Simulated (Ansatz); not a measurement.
**C3H7NO: a ladder of functionals and wavefunction methods**

Aim: compute C3H7NO with functionals from several rungs and with coupled cluster, and see how far each lands from CCSD(T) at the basis-set limit for the atomisation energy.

The runs use Ansatz 0.2.0, Gaussian basis; functionals in def2-TZVPP, the program's frozen cores in correlated methods.

Plan: PBE-D4, r2SCAN-D4, PBE0-D4, B3LYP-D4, ωB97X-V, ωB97M-V, B2PLYP; CCSD(T)/def2-TZVPP; MP2/def2-QZVPP; extrapolation to the limit.

## (1) The geometry

An earlier PBE0-D4 in a triple-zeta def2 set relaxation fixed the geometry.

SMILES `CNC(C)=O`, 12 atoms, charge 0, spin multiplicity 1.

Atoms are counted from 1 here; the program's logs count them from 0.

Bond lengths: C1–N2 1.439 Å, C1–H6 1.089 Å, C1–H7 1.093 Å, C1–H8 1.093 Å, N2–C3 1.357 Å, N2–H9 1.004 Å, C3–C4 1.508 Å, C3–O5 1.215 Å, C4–H10 1.091 Å, C4–H11 1.091 Å, C4–H12 1.091 Å. Angles: N2–C1–H6 107.4°, N2–C1–H7 111.4°, N2–C1–H8 111.4°, H6–C1–H7 108.9°, H6–C1–H8 108.9°, H7–C1–H8 108.8°, C1–N2–C3 122.5°, C1–N2–H9 119.1°, C3–N2–H9 118.4°, N2–C3–C4 115.3°, N2–C3–O5 123.0°, C4–C3–O5 121.7°, C3–C4–H10 108.5°, C3–C4–H11 108.5°, C3–C4–H12 113.9°, H10–C4–H11 107.4°, H10–C4–H12 109.1°, H11–C4–H12 109.1°.

## (2) PBE-D4 (GGA)

in.yaml reads:

```yaml
crystal:
  periodic: [false, false, false]
  atoms:
    - {symbol: C, position_ang: [-1.332364, 0.884328, 1.012399]}
    - {symbol: N, position_ang: [-0.277320, 0.001364, 0.590698]}
    - {symbol: C, position_ang: [0.261230, 0.050219, -0.653899]}
    - {symbol: C, position_ang: [1.359158, -0.948889, -0.921691]}
    - {symbol: O, position_ang: [-0.105845, 0.838094, -1.502921]}
    - {symbol: H, position_ang: [-1.574960, 1.527472, 0.167606]}
    - {symbol: H, position_ang: [-1.018407, 1.508342, 1.853669]}
    - {symbol: H, position_ang: [-2.227015, 0.326295, 1.301620]}
    - {symbol: H, position_ang: [0.080037, -0.676755, 1.238820]}
    - {symbol: H, position_ang: [2.260790, -0.404750, -1.206103]}
    - {symbol: H, position_ang: [1.066945, -1.564578, -1.773427]}
    - {symbol: H, position_ang: [1.584649, -1.596242, -0.072670]}
basis:
  gaussian: {orbitals: def2-TZVPP}
hamiltonian: {xc: pbe, dispersion: d4}
output: {forces: true, orbitals: {seedname: orbitals}}
```

On the command line:

```bash
ansatz run in.yaml --threads 4 --pin off --events-out ev --progress --plain --max-ram 10444MiB
```

After this run come: r2SCAN-D4 (meta-GGA); PBE0-D4 (hybrid); B3LYP-D4 (hybrid); ωB97X-V (range-separated); ωB97M-V (range-separated); B2PLYP (double hybrid); CCSD(T) in def2-TZVPP; MP2 in def2-QZVPP.

**Question.** What will the summary of the whole plan be? Wanted: atomisation energy, CCSD(T)/CBS; farthest; mean size of error, hybrid; mean size of error, range-separated; gap, smallest and largest; T1 diagnostic; triples share of the correlation energy.

As calculated:

| quantity | value |
| --- | --- |
| atomisation energy, CCSD(T)/CBS | 1156.0 kcal/mol |
| functionals within 5.8 kcal/mol (0.5 %) | r2SCAN-D4, ωB97X-V |
| farthest | PBE-D4 (+37.9 kcal/mol) |
| mean size of error, hybrid | 8.5 kcal/mol |
| mean size of error, range-separated | 6.1 kcal/mol |
| gap, smallest and largest | 5.43 eV (PBE-D4), 12.44 eV (ωB97X-V) |
| T1 diagnostic | 0.0138 |
| triples share of the correlation energy | 4.0 % |

**Reading.** PBE-D4 misses by +37.9 kcal/mol. Double hybrids carry the basis error of their MP2 part in triple zeta, and no dispersion term here, so their miss is partly the set-up's. Misses under about 5.8 kcal/mol are within the doubt on the reference itself, which lacks core-valence correlation, relativity and higher excitations. Hartree-Fock recovers 71 % of the binding; the rest is correlation. Orbital gaps span 5.4 to 12.4 eV; exact exchange widens them.
